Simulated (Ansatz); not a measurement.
Species, as SMILES: S (H2S).
Atoms: S1, H2, H3. Bonds: S1-H2, S1-H3.

Basis-set convergence of the highest harmonic wavenumber at HF with Ansatz (an electronic-structure program). Each level at its own minimum, finite differences of forces, unscaled; the reference is a large set that could be run, not a limit. Cartesian d functions, on some or all atoms, in 6-31G*, 6-31+G*, 6-31G**, 6-311G**, 6-311+G**; all else is spherical. The program fits the integrals of some runs and decomposes those of others, by size. No added dispersion term, no relativity. Reference: the value in pcseg-3, 2869 cm⁻¹, itself unsure by roughly 4 cm⁻¹ (its mean distance from def2-QZVPP, cc-pV(Q+d)Z, aug-pcseg-2). Deviations are taken from unrounded values.

```csv
basis,functions,highest harmonic wavenumber (cm⁻¹),minus reference (cm⁻¹)
STO-3G,11,3322,454
3-21G,17,2652,-217
6-31G,17,2719,-150
6-31G*,23,2931,62
6-31+G*,27,2929,60
6-31G**,29,2908,40
6-311G**,39,2875,6
6-311+G**,43,2876,7
"6-311++G(2d,2p)",55,2852,-16
"6-311++G(3df,3pd)",83,2872,3
```

The smallest set listed that lies within 50 cm⁻¹ of the reference with all its larger relatives (same family, alike in diffuse functions; a set with none counts only in the reference's own line) is 6-31G** (29 functions, 40 cm⁻¹ off).
